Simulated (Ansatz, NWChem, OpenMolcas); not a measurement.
**How methods differ on LiH (SMILES [LiH])**

The species is LiH (2 atoms), meant as a singlet with charge 0. SMILES: `[LiH]`. The bond length is the measured one.

```jsonl
{"atom": "Li", "x (Å)": "0.0000", "y (Å)": "0.0000", "z (Å)": "0.0000"}
{"atom": "H", "x (Å)": "0.0000", "y (Å)": "0.0000", "z (Å)": "1.5957"}
```

Each level gives the energy change with the Li1–H2 bond stretched from 1.596 to 2.872 Å (eV). The values are calculated.

```tsv
level	kind	program	value (eV)	less FCI/cc-pVTZ	CPU time (all runs)
HF/cc-pVTZ (restricted)	Hartree–Fock	NWChem	1.72	+0.18	3.8 s
M06-L/cc-pVTZ (restricted)	meta-GGA	OpenMolcas	1.56	+0.02	10 s
B3LYP/cc-pVTZ (restricted)	global hybrid	Ansatz	1.61	+0.07	1.4 s
M06-2X/cc-pVTZ (restricted)	hybrid meta-GGA	NWChem	1.68	+0.14	13 s
wB97M-V/cc-pVTZ (restricted)	range-separated hybrid	Ansatz	1.67	+0.13	9.2 s
B2PLYP/cc-pVTZ (restricted)	double hybrid	NWChem	1.65	+0.11	6.2 s
RPA@PBE/cc-pVTZ (restricted)	RPA	Ansatz	1.50	-0.04	1.9 s
CCSDT(Q)/cc-pVTZ (restricted)	coupled cluster or CI	Ansatz	1.54	0.00	3.4 s
FCI/cc-pVTZ	exact in the basis	Ansatz	1.54	0.00	2.4 s
```

FCI/cc-pVTZ is exact within its basis and frozen core, so for wave-function methods in that basis the difference is their error; functionals converge differently with the basis, so for them it is only a difference. The first shape isn't each level's own minimum. The values span 1.50 to 1.72 eV. Times are those of the runs behind each value, whatever else they computed, on shared processors of several kinds: orders of magnitude only.
